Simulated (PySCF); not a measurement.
**Electric field gradients and quadrupole coupling constants**

Compound: C3H6O2S.
Numbering: `[CH2:1]=[CH:2][S:3]([CH3:4])(=[O:5])=[O:6]` (hydrogens: H7, H8 on C1; H9 on C2; H10, H11, H12 on C4)

Cartesian coordinates in Å at the PBE0-D3(BJ)/def2-SVP level; atoms count from 1:
```
atom  x, y, z in Å
C1     1.9776   -0.0791    0.7533
C2     1.0901    0.1906   -0.1978
S3    -0.5511    0.6979    0.2604
C4    -1.5877   -0.6312   -0.3249
O5    -0.6357    0.7109    1.7188
O6    -0.8670    1.8854   -0.5266
H7     3.0143   -0.3290    0.5119
H8     1.6758   -0.0375    1.8047
H9     1.2958    0.2039   -1.2721
H10   -1.4724   -0.7343   -1.4113
H11   -1.3260   -1.5551    0.2057
H12   -2.6137   -0.3225   -0.0808
```

Field gradients from the PBE0/pcSseg-1 density (PySCF, non-relativistic), principal values in atomic units, ordered |Vxx| ≤ |Vyy| ≤ |Vzz|:

```tsv
atom	Vxx	Vyy	Vzz
S3	0.0011	0.1278	-0.1288
O5	-0.6428	-0.8311	1.4739
O6	-0.6333	-0.8431	1.4764
```

Question: Find the asymmetry η = (Vxx − Vyy)/Vzz and the couplings χ = eQV/h (234.96 MHz × Q in barn × V in au), with Q(33S) = −0.0678 b, Q(17O) = −0.0256 b.

Answer: 
| atom | environment | nucleus | η | χzz (MHz) | χxx (MHz) | χyy (MHz) |
| --- | --- | --- | --- | --- | --- | --- |
| S3 | sulfonyl sulfur | 33S | 0.98 | 2.052 | -0.017 | -2.035 |
| O5 | sulfonyl oxygen | 17O | 0.13 | -8.87 | 3.87 | 5.00 |
| O6 | sulfonyl oxygen | 17O | 0.14 | -8.88 | 3.81 | 5.07 |

At S3 η is above 0.9: Vyy and Vzz are nearly equal in size and opposite in sign, so a small change could swap them and flip the sign of χzz. The tensor is traceless: Vxx + Vyy + Vzz = 0.

Question: What is Vzz at O5 in SI units (1 au = 9.71736 × 10²¹ V/m²)?

Answer: 1.4739 au = 14.323 × 10²¹ V/m².

Question: What couplings would deuterons (Q(2H) = 0.00286 b) have in place of the hydrogens, at this geometry?

Answer: 
```tsv
atom	bonded to	bond length (Å)	Vzz (au)	η	χzz (kHz)
H7	C1	1.093	0.3027	0.02	203
H8	C1	1.095	0.2918	0.02	196
H9	C2	1.094	0.3005	0.08	202
H10	C4	1.097	0.2913	0.05	196
H11	C4	1.097	0.2913	0.04	196
H12	C4	1.099	0.2883	0.05	194
```

The structure is a single PBE0-D3(BJ)/def2-SVP conformer in the gas phase; no vibrational or solvent corrections. A larger basis could move these couplings by a tenth or more.
